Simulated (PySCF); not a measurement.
The isolated species `[H]/N=C/COC=O` is ionised with Al Kα (hν = 1486.6 eV). Calculated photoelectron kinetic energies of its computed core levels, recoil neglected:

```
line  kinetic energy (eV)
   1              1194.00
   2              1193.75
   3              1191.62
   4              1081.50
   5               948.28
   6               946.52
```

Computed, not measured: delta-SCF UKS SCAN, pcX-2 on the ionised atom, pcseg-1 elsewhere, spin-free X2C in PySCF.

Convert to binding energies and name the level and atom behind each line. Numbering: `[H]/[N:1]=[CH:2]/[CH2:3][O:4][CH:5]=[O:6]`.

Against the vacuum level, binding energy = hν − kinetic energy.

| line | binding energy (eV) | level | atoms | environment |
| --- | --- | --- | --- | --- |
| 1 | 292.60 | C 1s | C2 | imine carbon |
| 2 | 292.85 | C 1s | C3 | sp3 carbon bound to oxygen |
| 3 | 294.98 | C 1s | C5 | ester carbonyl carbon |
| 4 | 405.10 | N 1s | N1 | imine nitrogen |
| 5 | 538.32 | O 1s | O6 | ester carbonyl oxygen |
| 6 | 540.08 | O 1s | O4 | ester single-bonded oxygen |

Where does line 2 move with hν = 1000.0 eV?

To 1000.0 − 292.85 = 707.15 eV; every photoline shifts by the change in photon energy, -486.6 eV.

Lowest listed C 1s: C2, bonded to N (double bond), C and H. Highest, 2.38 eV above it: C5, bonded to O (double bond), O and H.

What is the longest wavelength that can ionise O 1s of O6 vertically?

λ = hc/E = 12398.42 eV Å / 538.32 eV = 23.032 Å.

Other core shells, valence and Auger electrons aren't listed. The unrestricted hole states depart most from a pure doublet (⟨S²⟩ = 0.75; over 0.85 named) for C 1s of C2 (0.86) and C 1s of C5 (0.88), which makes these values less certain. Geometry: GFN2-xTB, one conformer, isolated molecule.

Shape of the structure used: `[H]/[N:1]=[CH:2]/[CH2:3][O:4][CH:5]=[O:6]`: N1–C2–C3–O4 -146°, C2–C3–O4–C5 -88°, C3–O4–C5–O6 -1°.
